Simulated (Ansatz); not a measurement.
Relaxing Ba3C2

Computed with DFT PBE, scalar-relativistic, plane waves, PAW in Ansatz 0.2.0. Cutoff 420 eV, Γ-centred k mesh, Gaussian smearing, no spin polarisation in the final step.

Ba3C2 was placed on the sites of a reported Th3Ga2 cell (P4/mbm, No. 127), with C in place of Ga, Ba in place of Th, at a guessed volume.

```
Ba C
1.0
     8.03916    0.00000    0.00000
     0.00000    8.03916    0.00000
     0.00000    0.00000    4.24467
Ba C
6 4
Cartesian
  0.0000 0.0000 0.0000
  4.0196 4.0196 0.0000
  1.4213 5.4409 2.1223
  2.5983 1.4213 2.1223
  6.6178 2.5983 2.1223
  5.4409 6.6178 2.1223
  3.0766 7.0962 0.0000
  0.9430 3.0766 0.0000
  4.9626 0.9430 0.0000
  7.0962 4.9626 0.0000
```

Cell and atoms relax at zero pressure; the relaxation can't lower the symmetry of the start. After a coarse first stage the cell is made exact in the group found at 0.06 Å.

Formation energies are uncorrected and refer to the elements' standard structures at the same level.

**Question.** Describe the relaxed structure.

**Answer.** It keeps P4/mbm (No. 127), but not the shape of the type it started on. Conventional cell: a = 7.333 Å, c = 5.344 Å. Ba on Wyckoff site a (2 atoms of the primitive cell) has 4 C at 3.24 Å, 8 Ba at 3.83 Å and 4 C at 4.15 Å; around Ba on Wyckoff site h (4 atoms of the primitive cell) lie 4 C at 3.23 Å, 1 Ba at 3.39 Å, 8 Ba at 3.83–3.88 Å and 2 C at 3.90 Å; around C lie 1 C at 1.31 Å.

```cif
data_structure
_symmetry_space_group_name_H-M 'P4/mbm'
_symmetry_Int_Tables_number 127
_cell_length_a 7.3329
_cell_length_b 7.3329
_cell_length_c 5.3436
_cell_angle_alpha 90.000
_cell_angle_beta 90.000
_cell_angle_gamma 90.000
_cell_volume 287.34
loop_
_atom_site_label
_atom_site_type_symbol
_atom_site_symmetry_multiplicity
_atom_site_Wyckoff_symbol
_atom_site_fract_x
_atom_site_fract_y
_atom_site_fract_z
_atom_site_occupancy
Ba1 Ba 2 a 0.00000 0.00000 0.00000 1
Ba2 Ba 4 h 0.16358 0.66358 0.50000 1
C1 C 4 g 0.43694 0.93694 0.00000 1
```

**Question.** What are its volume, energy, density and gap?

**Answer.** The volume per atom is 28.73 Å³ and the density is 5.04 g/cm³. The energy over the elements is 0.34 eV/atom and the gap on the 6×6×8 mesh is 0 eV (a metal).

The final run used a 6×6×8 mesh on its 10-atom cell and 0.10 eV smearing. The k mesh leaves about 4 meV/atom of noise in metals. Symmetry constrained the relaxation, so the result can be a saddle point.

Cost: 4 runs of about 8.2 core-minutes in all, on Arm Neoverse V1 (shared hosts).